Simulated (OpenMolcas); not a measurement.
A ladder of methods for BH3O (BH2(OH))

The species is BH3O (5 atoms), meant as a singlet with charge 0. As SMILES, `[H]B([H])O`. The coordinates come from a GFN2-xTB relaxation.

```xyz
5

B     0.2710    0.3025   -0.1085
H     1.4036    0.3900   -0.3956
H    -0.4329    1.2514   -0.0807
O    -0.1594   -0.9187    0.1745
H    -1.0822   -1.0252    0.4103
```

Each level gives the energy change with the O4–H5 bond stretched from 0.958 to 2.396 Å (eV). The values are calculated.

```tsv
level	kind	program	value (eV)	CPU time (all runs)
B3LYP/STO-3G (restricted)	global hybrid	OpenMolcas	6.34	12 s
M06-2X/STO-3G (restricted)	hybrid meta-GGA	OpenMolcas	7.44	10 s
PBE0/STO-3G (restricted)	global hybrid	OpenMolcas	?	9.8 s
B2PLYP/STO-3G (restricted)	double hybrid	OpenMolcas	5.91	9.6 s
CASPT2(2,2)/STO-3G	multireference	OpenMolcas	3.90	3.4 s
CASSCF(2,2)/STO-3G	multireference	OpenMolcas	3.75	3.7 s
MRCI(2,2)/STO-3G	multireference	OpenMolcas	?	3.6 s
CISD/STO-3G (restricted)	coupled cluster or CI	OpenMolcas	4.83	3.7 s
FCI/STO-3G	exact in the basis	OpenMolcas	3.82	28 s
```

Question: Estimate what the levels marked ? give.

Answer: As computed at these levels: PBE0/STO-3G (restricted): 6.70 eV; MRCI(2,2)/STO-3G: 3.92 eV. The first shape isn't each level's own minimum. The values span 3.75 to 7.44 eV. All rows use very small basis sets, so even the best lies far from the true value. CPU times are rough (shared hosts, several kinds of processor): they show what a rung costs within a factor of a few.
